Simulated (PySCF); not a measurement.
Compound: C2H3P.
Structure used (PBE0-D3(BJ)/def2-SVP), in Å, numbered top down from 1:
```xyz
6
C2H3P angstrom
C     -0.6005   -0.0333    0.0064
C      0.8523   -0.0218   -0.0093
P      2.3994   -0.0103   -0.0254
H     -1.0014   -0.5741   -0.8667
H     -0.9825   -0.5273    0.9149
H     -1.0048    0.9921   -0.0163
```

Computed with core-valence-separated Tamm–Dancoff BHandHLYP/aug-pcX-1 (pcseg-1 on H, def2-SVPD on P) in PySCF, non-relativistic, gas phase, PBE0-D3(BJ)/def2-SVP geometry. BHandHLYP without relativity tends to put these K edges a few eV too low, so spacings mean more than positions.

The lowest roots of each edge with f over 0.003 (five at most, numbered afresh; weaker and dark ones are left out), with transition dipoles (au) in the frame of the coordinates:

```tsv
root	edge	E (eV)	μx	μy	μz
1	C	282.60	0.0012	-0.0290	0.0930
2	C	282.60	0.0004	-0.0930	-0.0290
3	C	286.10	0.0249	0.0002	-0.0003
4	C	287.09	0.0003	-0.0672	-0.0226
5	C	287.09	-0.0009	0.0226	-0.0672
```

What are the oscillator strengths?

f = (2/3) ΔE |μ|², with ΔE in hartree (27.2114 eV):

```tsv
root	ΔE (Eh)	|μ|² (au)	f	core hole on
1	10.3852	0.009491	0.066	C2
2	10.3852	0.009490	0.066	C2
3	10.5138	0.000620	0.004	C1
4	10.5504	0.005027	0.035	C1
5	10.5504	0.005027	0.035	C1
```

Molecules are fixed in this frame and the field points along y. What effective strengths 3 f cos²θ do the roots have (θ between field and μ)?

root 1 (C2): 0.017, root 2 (C2): 0.179, root 3 (C1): 0.000, root 4 (C1): 0.095, root 5 (C1): 0.011. Root 2 is the strongest. Averaged over all orientations cos²θ is 1/3, which gives f back. For degenerate partners only the sum has meaning, as the program may mix them freely.

Hardware: Arm Neoverse V2, one thread, no GPU, on a shared host. Cost: 1.6 s wall, 0.41 GiB resident at most.
